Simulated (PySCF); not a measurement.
C3H5 (allyl), optimised at B3LYP/6-31G*:

```xyz
8

C      1.2232     0.0903     0.1186
C     -0.0482    -0.4626     0.1304
C     -1.2166     0.2193    -0.1732
H      2.1014    -0.4965     0.3664
H      1.3793     1.1342    -0.1409
H     -0.1361    -1.5158     0.3995
H     -1.1980     1.2704    -0.4491
H     -2.1846    -0.2700    -0.1461
```

Method: PySCF energies (xtb for GFN2) plus ideal-gas RRHO corrections (1 bar). 6-31G* has spherical d functions here. Open shells (unrestricted): C3H5 (allyl) (multiplicity 2). GFN2 has no spin-polarisation term. B3LYP is the form with VWN-RPA correlation. Warning, spin contamination: C3H5 (allyl) (HF/6-31G*).

Problem. List the harmonic frequencies (cm⁻¹, unscaled) at this level and at the other levels, each on its own geometry.

Solution. 
- B3LYP/6-31G*: 426, 534, 553, 772, 796, 943, 1016, 1046, 1222, 1284, 1440, 1535, 1545, 3152, 3165, 3172, 3260, 3262
- GFN2-xTB: 427, 512, 514, 762, 781, 910, 993, 1034, 1264, 1271, 1373, 1467, 1489, 3047, 3112, 3115, 3149, 3156
- HF/6-31G*: 451, 547, 572, 779, 798, 1005, 1034, 1075, 1253, 1342, 1539, 1639, 1649, 3322, 3324, 3335, 3417, 3421
- PBE/def2-SVP: 413, 516, 531, 756, 783, 895, 981, 1005, 1199, 1227, 1356, 1453, 1483, 3071, 3075, 3081, 3186, 3188
- PBE0/def2-TZVP: 424, 530, 554, 794, 820, 931, 1009, 1042, 1211, 1277, 1419, 1514, 1516, 3156, 3158, 3164, 3261, 3263
